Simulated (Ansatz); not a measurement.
Geometry optimisation, RKS PBE0/6-31G* in Ansatz 0.2.0.

Input file:

```yaml
crystal:
  periodic: [false, false, false]
  atoms:
    - { symbol: Si, position_ang: [0.199439, -0.003215, -0.088552] }
    - { symbol: H, position_ang: [0.188645, -0.010058, 1.389115] }
    - { symbol: "N", position_ang: [1.781571, 0.001064, -0.795988] }
    - { symbol: H, position_ang: [2.355677, -0.829089, -0.738583] }
    - { symbol: H, position_ang: [2.351583, 0.833735, -0.736945] }
    - { symbol: H, position_ang: [-0.476022, 1.241117, -0.527727] }
    - { symbol: H, position_ang: [-0.477472, -1.242771, -0.538568] }
    - { symbol: F, position_ang: [-2.295582, 0.004394, 1.17632] }
    - { symbol: H, position_ang: [-1.622039, 0.004823, 1.816327] }
basis:
  gaussian: { orbitals: "6-31G*" }
hamiltonian:
  xc: pbe0
relax:
  f_tol: 0.03
  max_steps: 50
```

Command:

```bash
$ ansatz run input.yaml --threads 1 --pin off --max-ram 2048MiB --backend cpu --events-out ev --progress --plain --runs-dir out
```

Task: Where does it end, and by what steps?

Result: The run converged. The force dipped under the threshold on the way, but the program's further checks kept it going. After 7 steps the energy has fallen by 0.048 eV; F8 moved furthest, 0.35 Å.

```tsv
step	energy less start (eV)	largest force component (eV/Å)	accepted
0	0.0000	0.661	yes
1	-0.0372	0.284	yes
2	-0.0433	0.252	yes
3	-0.0352	0.978	no
4	-0.0456	0.165	yes
5	-0.0481	0.028	yes
6	-0.0482	0.091	yes
7	-0.0484	0.028	yes
```

```xyz
9
Properties=species:S:1:pos:R:3
Si 0.246 0.001 -0.166
H 0.154 -0.002 1.343
N 1.848 0.000 -0.807
H 2.416 -0.832 -0.728
H 2.418 0.831 -0.723
H -0.438 1.234 -0.629
H -0.440 -1.230 -0.635
F -2.519 0.000 1.447
H -1.679 -0.001 1.854
```

Time of the run: 18 s on 1 thread of Arm Neoverse V1, with other jobs on the host, peak memory 0.13 GiB.
